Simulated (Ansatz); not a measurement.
# SiOF (doublet): from Hartree-Fock to the top rungs at a displaced geometry (v1), cc-pVDZ

One table from this session's results is given with a row withheld; the runs are named, their logs left out.

Program: Ansatz 0.2.0, Gaussian basis. Level of theory: cc-pVDZ, core rule «outside noble gas», up to 7 orbitals frozen. These are calculated values, not measurements.

Plan: UHF; CCSD(T) on ROHF; CCSD(T) on UHF; BCCD(T) on ROHF; CISD; CCSDT(Q) on ROHF; CCSDT(Q) on UHF; CASSCF and MRCISD+Q, 15 electrons in 11 orbitals; CASSCF and NEVPT2, 15 electrons in 11 orbitals.

23 further runs of the same task are left out: 4 for a known fault of the program, 8 that didn't finish, 11 set aside as unsound or not needed.

## What is computed

The geometry is a PBE0/def2-TZVP stationary point (not a proven minimum) with its atoms shifted at random (size 0.040 Å).

3 atoms, charge 0, spin multiplicity 2.

Atoms are counted from 1 here; the program's logs count them from 0.

Bond lengths: F1–Si2 1.590 Å, Si2–O3 1.531 Å. Angles: F1–Si2–O3 130.3°.

The first run:

Contents of in.yaml:

```yaml
crystal:
  periodic: [false, false, false]
  atoms:
    - {symbol: F, position_ang: [-0.011583, -0.283350, 1.365084]}
    - {symbol: Si, position_ang: [-0.012416, 0.362960, -0.087712]}
    - {symbol: O, position_ang: [0.035548, -0.300681, -1.466991]}
basis:
  gaussian: {orbitals: cc-pVDZ}
magnetization: {spin_polarized: true, initial_magnetization: 1}
hamiltonian: {xc: hf}
output: {orbitals: {seedname: orbitals}}
```

The run is started by

```
$ ansatz run in.yaml --threads 1 --pin off --events-out ev --progress --plain --max-ram 2393MiB
```

Among the steps run: UHF; CCSD(T) on ROHF; CCSD(T) on UHF; BCCD(T) on ROHF; CISD; CCSDT(Q) on ROHF; CCSDT(Q) on UHF; CASSCF and MRCISD+Q, 15 electrons in 11 orbitals; CASSCF and NEVPT2, 15 electrons in 11 orbitals.

One of the session's tables, all rows but one given; the rest of the session is left out.

```
          method  from UCCSDT(Q) (kcal/mol)
            ROHF                    +299.98
             UHF                    +297.52
            RMP2                     +11.89
            UMP2                     +12.04
            CISD                     +39.21
           RCCSD                     +10.80
           UCCSD                     +10.67
        RCCSD(T)                      +1.91
        UCCSD(T)                      +1.97
         BCCD(T)                      +1.83
          RCCSDT                      +1.36
          UCCSDT                      +1.36
       RCCSDT(Q)                      +0.35
       UCCSDT(Q)                          0
  CASSCF valence                          ?
  NEVPT2 valence                     +35.96
  MRCISD valence                     +20.34
MRCISD+Q valence                      +5.31
```

**Question.** Estimate the row for CASSCF valence.

**Answer.** from UCCSDT(Q) (kcal/mol): +222.47. In the column «from UCCSDT(Q) (kcal/mol)» it lies between CISD (+39.21) and UHF (+297.52).

To keep in mind: Restricted and unrestricted rows rest on different reference determinants; where their highest levels disagree by more than a few hundredths of an eV, they describe different states and don't form one ladder.
